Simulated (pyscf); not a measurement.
`[Cl][In]` [singlet] + `[SH2]` → `[SH][In]` [singlet] + `[ClH]` (four-centre exchange; singlet surface; Cl–In, H–S broken, In–S, Cl–H formed). Optimised with ωB97X-D3(BJ)/def2-SVP in PySCF. MP2 and CC: frozen core, UHF for open shells. ΔMP2 is the change of the MP2 total energy from the triple- to the quadruple-zeta basis. Energies in kJ/mol from the separated reactants.

```tsv
level	barrier	reaction energy
ωB97X-D3(BJ)/def2-TZVP	32.0	+63.5
r²SCAN/def2-TZVP	22.9	+67.1
M06-2X/def2-TZVP	38.6	+70.7
HF/def2-TZVP	106.5	+79.2
MP2/def2-QZVPP	29.6	+63.2
CCSD/def2-TZVPP	57.3	+64.7
CCSD(T)/def2-TZVPP + ΔMP2(QZVPP)	41.7	+63.5
```

On the reactant side the descent ends in a bound adduct, 34.8 kJ/mol under the separated species and 66.8 kJ/mol under the saddle at ωB97X-D3(BJ)/def2-TZVP. On the product side the descent ends in a bound adduct, 37.3 kJ/mol under the separated species and 5.7 kJ/mol under the saddle at ωB97X-D3(BJ)/def2-TZVP. At ωB97X-D3(BJ), M06-2X, MP2, CCSD, CCSD(T) the saddle lies under the separated products, which points to a path from their complex (located at ωB97X-D3(BJ) alone), and parting the products costs more than the saddle. At r²SCAN this geometry lies under the product side: in single points on another level's saddle the reverse barrier vanishes, and the forward threshold there is about the reaction energy. This is the saddle that the search found; another between the same sides may lie lower. The CCSD(T) − MP2 part came from Ansatz, without density fitting, on the same reference. The frozen core leaves the outer d or s,p core shells of the metals and heavy elements correlated in the MP2 and CC values, and def2-TZVPP describes them poorly, which can shift differences by a few kcal/mol. Elements past Kr carry the def2 core potentials, without spin-orbit coupling.
